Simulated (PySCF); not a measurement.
We consider zinc-blende InAs, described by Hartree–Fock in PySCF (GTH pseudopotentials, Gaussian basis, DZ basis).

The same calculation (at the measured cell, 27.791 Å³/atom) with different numerical settings:

```json
[
 {"run": "1", "k mesh": "2×2×2", "gap on the mesh (eV)": "7.842", "total energy (eV/atom)": "-859.5333", "rough time": "100 core-s"},
 {"run": "2", "k mesh": "3×3×3", "gap on the mesh (eV)": "6.832", "total energy (eV/atom)": "-859.8504", "rough time": "5 core-min"},
 {"run": "3", "k mesh": "4×4×4", "gap on the mesh (eV)": "6.390", "total energy (eV/atom)": "-859.8715", "rough time": "30 core-min"}
]
```

In the column total energy (eV/atom) the first row differs from the last by +0.3382 and the next to last by +0.0211.

The last row is no converged limit: other settings stay fixed.

Spin–orbit coupling is not included.
